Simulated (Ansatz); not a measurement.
The first iterations of a band of CH5B + H2 (9 atoms, charge 0, multiplicity 1).

The calculation used RKS B3LYP-D4/def2-SVP in Ansatz 0.2.0.

| Item | Value |
| --- | --- |
| movable images | 5 |
| climbing image | yes |
| spring | 5.0 eV/Å² |
| optimiser | quadratic models (default) |
| start path | through a guess of the saddle point |
| force threshold | 0.05 eV/Å |
| iteration limit | 60 |
| end points | relaxed |

Image 0:

```xyz
9
Properties=species:S:1:pos:R:3
B -0.166 -0.547 0.578
C -0.588 0.902 0.191
H -0.801 -1.503 0.196
H 0.739 -0.744 1.356
H 1.463 -0.620 -1.543
H 1.594 -1.311 -1.249
H -1.132 0.994 -0.762
H -1.320 1.173 0.985
H 0.212 1.656 0.249
```

Image 6:

```xyz
9
Properties=species:S:1:pos:R:3
B 0.493 -1.509 0.330
C -0.404 1.222 -0.262
H -0.646 -1.880 0.212
H 0.897 -1.122 1.396
H 0.276 0.445 -0.652
H 1.253 -1.601 -0.601
H -1.156 1.441 -1.032
H -0.904 0.883 0.655
H 0.190 2.121 -0.045
```

| iteration | highest image above the first end (eV) | largest band force component (eV/Å) |
| --- | --- | --- |
| 1 | 1.060 | 3.318 |
| 2 | 0.750 | 1.208 |

Does the band converge within its limit, and where does its top end?

The run converged. It ended after 8 iterations with the highest image 0.632 eV above the first end. A vibrational analysis at the climbing image gives one clearly imaginary mode, 1090i cm⁻¹: a first-order saddle point. The orbitals stay closed-shell, which can raise the energy where a bond breaks towards radicals; this wasn't checked here.

The run took 50 s on 1 CPU thread of a shared host.
